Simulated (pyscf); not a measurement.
B–O–SiH₃ (SMILES [B]O[SiH3]) [singlet] + H₂ (SMILES [H][H]) -> H₂B–O–SiH₃ (SMILES BO[SiH3]), an insertion (singlet surface; H–H broken, B–H, B–H formed). Optimised with ωB97X-D3(BJ)/def2-SVP in PySCF. Energies in kJ/mol from the separated reactants.

Small-basis levels: PySCF, no dispersion term, spherical d functions. 

**Question.** Quick HF/STO-3G single points give ΔE‡ = 335.5 kJ/mol and ΔE = -348.4 kJ/mol. What does ωB97M-D3(BJ)/def2-TZVP give, and how far is the quick result from it?

**Answer.** ωB97M-D3(BJ)/def2-TZVP gives ΔE‡ = 171.6 kJ/mol and ΔE = -220.0 kJ/mol. HF/STO-3G lies 163.9 kJ/mol over it in the barrier and 128.4 kJ/mol under it in the reaction energy, so on this step it does not hold to within 12.6 kJ/mol. ωB97M-D3(BJ)/def2-TZVP has limits of its own. B–O–SiH₃ [singlet] lies 81.3 kJ/mol over its isomer O=B–SiH₃ (electronic energy, ωB97M-D3(BJ)/def2-TZVP). This is the saddle that the search found; another between the same sides may lie lower.
